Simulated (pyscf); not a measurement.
## Routes from HO–SiH₂–OH

Candidate steps break at most two bonds and form at most two. Each was searched with GFN2-xTB (tblite) first. Optimised with ωB97X-D3(BJ)/def2-SVP in PySCF. Energies: ωB97M-D3(BJ)/def2-TZVP, kJ/mol, from the reactant's lowest minimum found, singlet surface; ΔG‡ with ideal gas, 1 atm, RRHO with modes under 100 cm⁻¹ raised to 100, one conformer, R ln 2 for chiral ones without a mode under 150 cm⁻¹.

| products | type | ΔE‡ | ΔE | ΔG‡ 298 K | ΔG‡ 900 K | ν‡ (cm⁻¹) |
|---|---|---|---|---|---|---|
| O=SiH₂ + H₂O | elimination | 222.8 | +302.6 | – | – | 685i |
| O=SiH–OH + H₂ | elimination | 256.3 | +180.0 | 242.9 | 247.3 | 1388i |
| HO–Si:–OH [singlet] + H₂ | 1,1-elimination | 345.3 | +138.8 | 332.1 | 329.7 | 1514i |
| H₂O + HO–SiH: [singlet] | 1,1-elimination | 349.7 | +290.1 | 337.3 | 333.8 | 1563i |
| HO–SiH₂–OH | concerted two-bond exchange | 545.8 | 0.0 | 522.6 | 527.1 | 1894i |

A dash marks a saddle under its separated products, where this table gives no free-energy barrier. Row 1: On the product side the descent ends in an adduct with a O–Si contact, 91.9 kJ/mol under the separated species and 8.9 kJ/mol under the saddle at ωB97X-D3(BJ)/def2-TZVP. Row 2: On the reactant side the descent ends in a point that may be a rotor saddle (no frequency run), 5.1 kJ/mol over the lowest minimum found and 256.6 kJ/mol under the saddle at ωB97X-D3(BJ)/def2-TZVP. Row 4: On the product side the descent ends in an adduct with a O–Si contact, 48.0 kJ/mol under the separated species and 98.6 kJ/mol under the saddle at ωB97X-D3(BJ)/def2-TZVP. 

Plain bond fissions and candidates not yet searched are not listed, and one of them may be faster. Each barrier is that of the saddle found; lower ones may exist. A restricted solution here is unstable towards spin polarisation, so biradical character is likely and single-reference numbers are less safe.
